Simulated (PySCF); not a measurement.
These 2 structures share the formula C6H12. The calculation used PBE0-D3(BJ)/def2-SVP geometry optimisation, gas phase (PySCF 2.14.0). Energies are electronic, without zero-point or thermal terms, for one conformer each. No frequencies were run at this level. Point groups hold within 0.08 Å.

**Question.** Rank from lowest to highest electronic energy at this level (kcal/mol).
A. `[CH2:1]=[C:2]([CH3:3])[CH2:4][CH2:5][CH3:6]` with C1–C2–C4–C5 -118°, C2–C4–C5–C6 60° (2-methyl-1-pentene)
B. `[CH3:1]/[CH:2]=[CH:3]/[CH2:4][CH2:5][CH3:6]` with C2–C3–C4–C5 -120°, C3–C4–C5–C6 65°

**Answer.** A (0.0), B (0.3).

Neighbours under 2.5 kcal/mol apart (C=C(C)CCC and C/C=C/CCC) can change places with a better method, another conformer or zero-point energy.

```csv
SMILES,E (Eh),E rel (kcal/mol),dipole (D),point group,"A, B, C (MHz)"
C=C(C)CCC,-235.39870,0.0,0.57,C1,"4996, 2314, 2105"
C/C=C/CCC,-235.39827,0.3,0.08,C1,"7241, 1631, 1458"
```

**Question.** How do the relative energies change in single points at PBE0/pcSseg-1 (no added dispersion term) on the same geometries?

**Answer.** 
```
   SMILES  PBE0-D3(BJ)/def2-SVP (kcal/mol)  PBE0/pcSseg-1 (kcal/mol)  shift
C=C(C)CCC                              0.0                       0.1   +0.1
C/C=C/CCC                              0.3                       0.0   -0.3
```

Each column counts from its own lowest isomer. C/C=C/CCC becomes the lowest; the largest shift is 0.3 kcal/mol.
